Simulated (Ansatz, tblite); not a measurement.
# [B2H7]-: a ladder of methods and basis sets

How do method and basis change the picture of [B2H7]- (singlet)?

The runs use Ansatz 0.2.0, Gaussian basis; as each input shows.

Levels to be run: GFN1-xTB, GFN2-xTB, PBE-D4/def2-TZVPD, r2SCAN-D4/def2-TZVPD, r2SCAN0-D4/def2-TZVPD, BHLYP-D4/def2-TZVPD, B3LYP-D4/def2-TZVPD, ωB97X-V/def2-TZVPD, CAM-B3LYP-D4/def2-TZVPD, HSE06-D4/def2-TZVPD, LC-ωPBE/def2-TZVPD, LC-ωPBE(0.10)/def2-TZVPD, LC-ωPBE(0.15)/def2-TZVPD, LC-ωPBE(0.20)/def2-TZVPD, LC-ωPBE(0.30)/def2-TZVPD, PBE-D4/def2-SVPD, PBE0-D4/def2-SVPD, HF/6-31G, B3LYP-D4/6-31G, CCSD(T)/def2-TZVPPD, MP2/def2-TZVPD, RPA/def2-TZVPD.

1 further run of the same task is left out (it didn't finish). Runs told in other sessions of the task aren't counted.

## (1) The geometry

The geometry is that of the singlet, from an earlier relaxation (PBE0-D4/def2-TZVPD).

9 atoms, charge -1, spin multiplicity 1.

Bond lengths: B1–H2 1.313 Å, B1–H4 1.225 Å, B1–H5 1.215 Å, B1–H6 1.209 Å, H2–B3 1.313 Å, B3–H7 1.216 Å, B3–H8 1.225 Å, B3–H9 1.209 Å. Angles: H2–B1–H4 93.9°, H2–B1–H5 106.1°, H2–B1–H6 115.1°, H4–B1–H5 112.8°, H4–B1–H6 112.5°, H5–B1–H6 114.6°, B1–H2–B3 120.8°, H2–B3–H7 105.9°, H2–B3–H8 94.0°, H2–B3–H9 115.2°, H7–B3–H8 112.8°, H7–B3–H9 114.6°, H8–B3–H9 112.5°.

The ion is computed in the gas phase, without counter-ions or solvent.

PBE0-D4/def2-TZVPD was run before; its log isn't repeated, and its numbers join the tables.

## (2) GFN1-xTB

Tight binding, by tblite at 300 K electronic temperature and without a spin-polarisation term:

```python
tblite.interface.Calculator('GFN1-xTB', numbers, positions, charge=-1, uhf=0).singlepoint()
```

Energy -182.0999 eV, HOMO -5.79 eV, LUMO 2.11 eV; 0.003 s.

## (3) GFN2-xTB

Tight binding, by tblite at 300 K electronic temperature and without a spin-polarisation term:

```python
tblite.interface.Calculator('GFN2-xTB', numbers, positions, charge=-1, uhf=0).singlepoint()
```

Energy -169.5112 eV, HOMO -4.94 eV, LUMO 3.00 eV; 0.002 s.

## (4) PBE-D4/def2-TZVPD

start.molden holds the orbitals of an earlier run on this state, given as this run's starting guess.

in.yaml reads:

```yaml
crystal:
  periodic: [false, false, false]
  atoms:
    - {symbol: B, position_ang: [0.868019, 0.359066, -0.649125]}
    - {symbol: H, position_ang: [-0.169782, 0.597123, 0.119058]}
    - {symbol: B, position_ang: [-0.859245, -0.389692, 0.642983]}
    - {symbol: H, position_ang: [0.772837, 1.422366, -1.249105]}
    - {symbol: H, position_ang: [1.832493, 0.320337, 0.089564]}
    - {symbol: H, position_ang: [0.755497, -0.597450, -1.380488]}
    - {symbol: H, position_ang: [-1.750012, -0.630493, -0.148432]}
    - {symbol: H, position_ang: [-1.241629, 0.271615, 1.600051]}
    - {symbol: H, position_ang: [-0.208167, -1.352872, 0.975504]}
basis:
  gaussian: {orbitals: def2-TZVPD, initial_orbitals: start.molden}
total_charge: -1
hamiltonian: {xc: pbe, dispersion: d4}
scf: {omitted_lower_state_checks: [starts]}
output: {forces: true, orbitals: {seedname: orbitals}}
```

Run with:

```sh
$ ansatz run in.yaml --threads 4 --pin off --events-out ev --progress --plain --max-ram 3916MiB
```

Further steps of the session: r2SCAN-D4/def2-TZVPD; r2SCAN0-D4/def2-TZVPD; BHLYP-D4/def2-TZVPD; B3LYP-D4/def2-TZVPD; ωB97X-V/def2-TZVPD; CAM-B3LYP-D4/def2-TZVPD; HSE06-D4/def2-TZVPD; LC-ωPBE/def2-TZVPD; LC-ωPBE(0.10)/def2-TZVPD; LC-ωPBE(0.15)/def2-TZVPD; LC-ωPBE(0.20)/def2-TZVPD; LC-ωPBE(0.30)/def2-TZVPD; PBE-D4/def2-SVPD; PBE0-D4/def2-SVPD; HF/6-31G; B3LYP-D4/6-31G; CCSD(T)/def2-TZVPPD; MP2/def2-TZVPD; RPA/def2-TZVPD.

**Question.** What will the summary of the whole plan be? Wanted: gap in def2-TZVPD, named functionals, smallest and largest; gap over the ω; correlation energy, CCSD(T)/def2-TZVPPD; correlation energy, MP2/def2-TZVPD; PBE0 total energy, smallest basis above largest.

As calculated:

| quantity | value |
| --- | --- |
| gap in def2-TZVPD, named functionals, smallest and largest | 5.17 eV (PBE-D4), 10.44 eV (LC-ωPBE) |
| gap over the ω (1/bohr) | 7.53 eV at 0.1, 10.44 eV at 0.4 |
| correlation energy, CCSD(T)/def2-TZVPPD | -9.70 eV |
| correlation energy, MP2/def2-TZVPD | -7.79 eV |
| PBE0 total energy, smallest basis above largest | 1.54 eV (def2-SVPD, def2-TZVPD) |

**Reading.** Over the named functionals in def2-TZVPD the gap runs from 5.17 eV (PBE-D4) to 10.44 eV (LC-ωPBE); exact exchange widens it. Raising the ω (1/bohr) from 0.1 to 0.4 moves the HOMO by -2.64 eV and the LUMO by +0.27 eV.
